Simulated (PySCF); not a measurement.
Species: borane, BH₃.
Hydrogens: H2, H3, H4 on B1.

Method: PySCF 2.14.0, PBE0-D3(BJ)/def2-SVP geometry optimisation, gas phase; density fitting, grid level 1; the optimiser is geomeTRIC in internal coordinates, started from a GFN2-xTB structure with every atom displaced at random (about 0.01 Å).

Step 0: E = -722.0394 eV
```
atom  x, y, z in Å  |  force x, y, z in eV/Å
B1      0.0231   -0.0243   -0.0014   -0.604   0.518  -0.098
H2     -0.1482    1.1522   -0.0141    0.017   0.485   0.031
H3     -0.9454   -0.7044   -0.0264   -0.351  -0.503   0.024
H4      1.1084   -0.4489    0.0089    0.938  -0.500   0.043
```

Q: Estimate the geometry and energy of step 1. (The exact step hangs on the optimiser's Hessian estimate; all steps are aligned on step 0, rigid shifts and turns removed.)

A: E = -722.0785 eV, largest force 0.092 eV/Å
```
atom  x, y, z in Å  |  force x, y, z in eV/Å
B1      0.0086   -0.0080   -0.0084    0.091   0.000   0.004
H2     -0.1447    1.1866   -0.0118   -0.006   0.055  -0.001
H3     -0.9513   -0.7346   -0.0242   -0.034  -0.053  -0.001
H4      1.1253   -0.4694    0.0114   -0.051  -0.002  -0.001
```

The energy changes by -0.0391 eV. The first-order estimate −F·Δx gives -0.0782 eV and the mean of the old and new forces, exact on a quadratic surface, -0.0399 eV. The step makes an angle of 30° with the force vector and moves no atom by more than 0.035 Å.

The cost below is that of the whole optimisation. Time: 0.86 s of wall time; peak memory 0.24 GiB. Hardware: an Arm Neoverse V1 with one thread, no GPU, shared host.
